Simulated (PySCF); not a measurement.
Molecule: `CC[C@@H]1C[C@H]1F`, C₅H₉F.

Molfile (atoms numbered from 1):
```
C5H9F
     RDKit          3D

 15 15  0  0  0  0  0  0  0  0999 V2000
    1.8317   -0.8400   -0.0481 C   0  0  0  0  0  0  0  0  0  0  0  0
    0.6691   -0.1892    0.6857 C   0  0  0  0  0  0  0  0  0  0  0  0
   -0.6321   -0.2945   -0.0684 C   0  0  2  0  0  0  0  0  0  0  0  0
   -0.9720    0.6723   -1.1840 C   0  0  0  0  0  0  0  0  0  0  0  0
   -1.7146    0.7077    0.1055 C   0  0  1  0  0  0  0  0  0  0  0  0
   -3.0007    0.2723    0.1131 F   0  0  0  0  0  0  0  0  0  0  0  0
    2.7715   -0.7459    0.5168 H   0  0  0  0  0  0  0  0  0  0  0  0
    1.6463   -1.9134   -0.2121 H   0  0  0  0  0  0  0  0  0  0  0  0
    1.9835   -0.3782   -1.0364 H   0  0  0  0  0  0  0  0  0  0  0  0
    0.8946    0.8761    0.8677 H   0  0  0  0  0  0  0  0  0  0  0  0
    0.5473   -0.6474    1.6825 H   0  0  0  0  0  0  0  0  0  0  0  0
   -0.9989   -1.3147   -0.2310 H   0  0  0  0  0  0  0  0  0  0  0  0
   -1.5135    0.2743   -2.0457 H   0  0  0  0  0  0  0  0  0  0  0  0
   -0.2768    1.4868   -1.4087 H   0  0  0  0  0  0  0  0  0  0  0  0
   -1.5651    1.5469    0.7947 H   0  0  0  0  0  0  0  0  0  0  0  0
  1  2  1  0
  2  3  1  0
  3  4  1  0
  4  5  1  0
  5  6  1  0
  5  3  1  0
  1  7  1  0
  1  8  1  0
  1  9  1  0
  2 10  1  0
  2 11  1  0
  3 12  1  6
  4 13  1  0
  4 14  1  0
  5 15  1  1
M  END
```

Geometry PBE0-D3(BJ)/def2-SVP throughout; GIAO in PySCF 2.14.0 with density-fitted response routines, gas phase, one conformer, non-relativistic; equivalent atoms averaged; functional PBE0.

Problem. How do the shifts δ (against TMS, CFCl3 at the same level) depend on the basis set? (a selection of nuclei; ppm; last column core-seconds on shared hosts with different chips, so compare them loosely)

Solution. 
```tsv
basis set	functions	C5	C2	C1	C3	F6	H15	H13	H12	H10	core-s
STO-3G	39	53.8	27.0	19.4	18.6	-138.2	1.84	0.68	0.55	0.30	3.5
6-31G	72	69.5	25.8	14.8	21.1	-235.6	3.89	1.07	1.17	0.51	6.5
6-31G*	102	69.0	25.3	14.3	19.5	-216.3	4.07	0.86	1.04	0.42	9.5
def2-SVP	129	69.6	25.0	13.9	19.7	-203.8	3.66	0.66	0.76	0.09	12
pcSseg-1	147	73.5	27.1	14.4	21.2	-225.4	3.89	0.87	0.88	0.13	13
6-311+G(2d,p)	216	73.1	26.6	13.3	22.3	-231.1	3.92	0.83	0.95	0.22	27
def2-TZVP	240	74.1	27.6	14.2	22.2	-227.7	3.97	0.83	0.95	0.29	33
```

Problem. Which nucleus among those listed moves most, in ppm?

Solution. F6 (fluorine on an sp3 carbon): from -235.6 ppm with 6-31G to -138.2 ppm with STO-3G. The smallest spread is 0.42 ppm, at H13. Proton shifts span only some 12 ppm, so a few tenths of a ppm matter as much there as several ppm in carbon.

Problem. Taking the largest basis, def2-TZVP (240 functions), as the yardstick, rank the others by their worst heavy-atom deviation.

Solution. pcSseg-1 2.2 ppm (147 functions), 6-311+G(2d,p) 3.4 ppm (216 functions), 6-31G 8.0 ppm (72 functions), 6-31G* 11.4 ppm (102 functions), def2-SVP 23.9 ppm (129 functions), STO-3G 89.5 ppm (39 functions).

A small basis that lands close on one nucleus may do so by chance; judge by the trend and by all nuclei.
